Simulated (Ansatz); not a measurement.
`CC(O)NC=O`, charge 0, multiplicity 1.

(1) Give a relaxed structure at PBE0-D4/def2-TZVP (Ansatz 0.2.0). (An estimate is asked.)

## Answers

(1) The calculation gave: 
```xyz
13

C     0.738   -1.340   -0.474
C    -0.302   -0.367    0.042
O    -0.843   -0.796    1.281
N     0.262    0.929    0.262
C    -0.354    2.079   -0.112
O    -1.358    2.153   -0.776
H     0.295   -2.326   -0.632
H     1.551   -1.446    0.249
H     1.148   -0.994   -1.424
H    -1.099   -0.221   -0.694
H    -1.277   -1.642    1.145
H     1.046    0.997    0.890
H     0.193    2.973    0.243
```
This is one stationary point; other conformers may exist.
